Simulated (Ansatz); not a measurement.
# PF+ (quartet): wave-function methods side by side, def2-TZVPP

An exercise on one series of results from a longer session: the logs are not shown, and one member is left open.

Computed with Ansatz 0.2.0, Gaussian basis. Level: def2-TZVPP, core rule «outside noble gas», up to 6 orbitals frozen.

To be run: UHF; ROHF; CCSD(T) on UHF.

2 further runs of the same task are left out: 2 set aside as unsound or not needed.

**What is computed**

The geometry is a PBE0/def2-TZVP stationary point (not a proven minimum) of the parent state, kept for this charge and spin.

2 atoms, charge 1, spin multiplicity 4.

Atoms are counted from 1 here; the program's logs count them from 0.

Bond lengths: F1–P2 1.593 Å.

Set-up of the first run:

Input file in.yaml:

```yaml
crystal:
  periodic: [false, false, false]
  atoms:
    - {symbol: F, position_ang: [0.000000, 0.000000, 0.000000]}
    - {symbol: P, position_ang: [0.000000, 0.000000, 1.593400]}
basis:
  gaussian: {orbitals: def2-TZVPP}
total_charge: 1
magnetization: {spin_polarized: true, initial_magnetization: 3}
hamiltonian: {xc: hf}
output: {orbitals: {seedname: orbitals}}
```

Started as:

```sh
$ ansatz run in.yaml --threads 1 --pin off --events-out ev --progress --plain --max-ram 3968MiB --backend cpu
```

Among the steps run: UHF; ROHF; CCSD(T) on UHF.

One table of the session follows, with a row left open; its other results are not shown here.

```
  method  from UCCSD(T) (meV)
    ROHF              +9091.1
     UHF                    ?
    UMP2               +601.5
   UCCSD               +316.2
UCCSD(T)                    0
```

**Question.** Estimate the row for UHF.

The run gave: from UCCSD(T) (meV): +8996.9. In the column «from UCCSD(T) (meV)» it lies between UMP2 (+601.5) and ROHF (+9091.1).
